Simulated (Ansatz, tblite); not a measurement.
# The cluster Rb2H: a ladder of methods and basis sets

Aim: run the doublet of the cluster Rb2H at one geometry on many levels, and compare frontier levels, spin and run time.

The runs use Ansatz 0.2.0, Gaussian basis; as each input shows.

The runs, in order: GFN1-xTB, GFN2-xTB, PBE-D4/def2-TZVP, r2SCAN-D4/def2-TZVP, BLYP-D4/def2-TZVP, r2SCAN0-D4/def2-TZVP, HSE06-D4/def2-TZVP, r2SCANh-D4/def2-TZVP, HF/def2-TZVP, PBE+5HF/def2-TZVP, PBE+10HF/def2-TZVP, PBE+15HF/def2-TZVP, PBE+35HF/def2-TZVP, PBE+50HF/def2-TZVP, PBE-D4/def2-SVP, PBE0-D4/def2-SVP, PBE0-D4/def2-TZVPD, PBE-D4/def2-TZVPD, r2SCAN-D4/def2-TZVPD, CCSD(T)/def2-TZVPP, MP2/def2-TZVP, RPA/def2-TZVP, CCSD(T)/def2-TZVPD.

4 further runs of the same task are left out: 1 that didn't finish, 3 set aside as unsound or not needed.

## Step 1: The relaxed structure

The geometry is that of the doublet, from an earlier relaxation (B3LYP-D4/def2-TZVP). At that level it is the lowest of the isomers that a small search found.

3 atoms, charge 0, spin multiplicity 2.

Bond lengths: Rb1–Rb2 4.262 Å, Rb1–H3 2.609 Å, Rb2–H3 2.613 Å. Angles: Rb2–Rb1–H3 35.3°, Rb1–Rb2–H3 35.3°, Rb1–H3–Rb2 109.4°.

Rb takes a core potential in the def2 sets. No spin-orbit coupling is included.

PBE0-D4/def2-TZVP was run before; its log isn't repeated, and its numbers join the tables.

## Step 2: GFN1-xTB

Tight binding, by tblite at 300 K electronic temperature and without a spin-polarisation term:

```python
tblite.interface.Calculator('GFN1-xTB', numbers, positions, charge=0, uhf=1).singlepoint()
```

Energy -33.4876 eV; 0.006 s.

## Step 3: GFN2-xTB

Tight binding, by tblite at 300 K electronic temperature and without a spin-polarisation term:

```python
tblite.interface.Calculator('GFN2-xTB', numbers, positions, charge=0, uhf=1).singlepoint()
```

Energy -24.7576 eV; 0.003 s.

## Step 4: PBE-D4/def2-TZVP

start.molden holds the orbitals of an earlier run on this state, given as this run's starting guess.

The input, in.yaml:

```yaml
crystal:
  periodic: [false, false, false]
  atoms:
    - {symbol: Rb, position_ang: [2.082937, -0.595728, -0.312430]}
    - {symbol: Rb, position_ang: [-1.776304, 0.340180, 1.235367]}
    - {symbol: H, position_ang: [-0.306633, 0.255548, -0.922938]}
basis:
  gaussian: {orbitals: def2-TZVP, initial_orbitals: start.molden}
magnetization: {spin_polarized: true, initial_magnetization: 1}
hamiltonian: {xc: pbe, dispersion: d4}
scf: {omitted_lower_state_checks: [starts]}
output: {orbitals: {seedname: orbitals}}
```

Launch:

```console
> ansatz run in.yaml --threads 4 --pin off --events-out ev --progress --plain --max-ram 3916MiB
```

The runs that follow: r2SCAN-D4/def2-TZVP; BLYP-D4/def2-TZVP; r2SCAN0-D4/def2-TZVP; HSE06-D4/def2-TZVP; r2SCANh-D4/def2-TZVP; HF/def2-TZVP; PBE+5HF/def2-TZVP; PBE+10HF/def2-TZVP; PBE+15HF/def2-TZVP; PBE+35HF/def2-TZVP; PBE+50HF/def2-TZVP; PBE-D4/def2-SVP; PBE0-D4/def2-SVP; PBE0-D4/def2-TZVPD; PBE-D4/def2-TZVPD; r2SCAN-D4/def2-TZVPD; CCSD(T)/def2-TZVPP; MP2/def2-TZVP; RPA/def2-TZVP; CCSD(T)/def2-TZVPD.

**Question.** What will the summary of the whole plan be? Wanted: gap in def2-TZVP, named functionals and Hartree-Fock, smallest and largest; gap over the share of exact exchange; correlation energy, CCSD(T)/def2-TZVPP; correlation energy, MP2/def2-TZVP; correlation energy, CCSD(T)/def2-TZVPD; binding an atom, CCSD(T)/def2-TZVPP; ⟨S²⟩ in def2-TZVP, named functionals and Hartree-Fock, smallest and largest; PBE0 total energy, smallest basis above largest.

**Answer**, as computed:

```
                                                                   quantity                            value
 gap in def2-TZVP, named functionals and Hartree-Fock, smallest and largest  0.27 eV (BLYP-D4), 3.08 eV (HF)
                                       gap over the share of exact exchange     0.34 eV at 0, 1.85 eV at 0.5
                                     correlation energy, CCSD(T)/def2-TZVPP                         -6.68 eV
                                          correlation energy, MP2/def2-TZVP                         -4.14 eV
                                     correlation energy, CCSD(T)/def2-TZVPD                         -4.96 eV
                                        binding an atom, CCSD(T)/def2-TZVPP                         0.724 eV
⟨S²⟩ in def2-TZVP, named functionals and Hartree-Fock, smallest and largest                     0.751, 0.752
                            PBE0 total energy, smallest basis above largest   0.09 eV (def2-SVP, def2-TZVPD)
```

Orbital gaps of the named functionals and Hartree-Fock in def2-TZVP span 0.27 eV (BLYP-D4) to 3.08 eV (HF); exact exchange widens it. Raising the share of exact exchange from 0 to 0.5 moves the HOMO by -0.71 eV and the LUMO by +0.81 eV. The functionals in def2-TZVP miss CCSD(T)/def2-TZVPP by +0.041 (HSE06-D4) to +0.095 eV (BLYP-D4) an atom. The reference is CCSD(T) in one finite basis, so it carries an error of its own, often a tenth of an eV or more, and near misses can't be ranked.
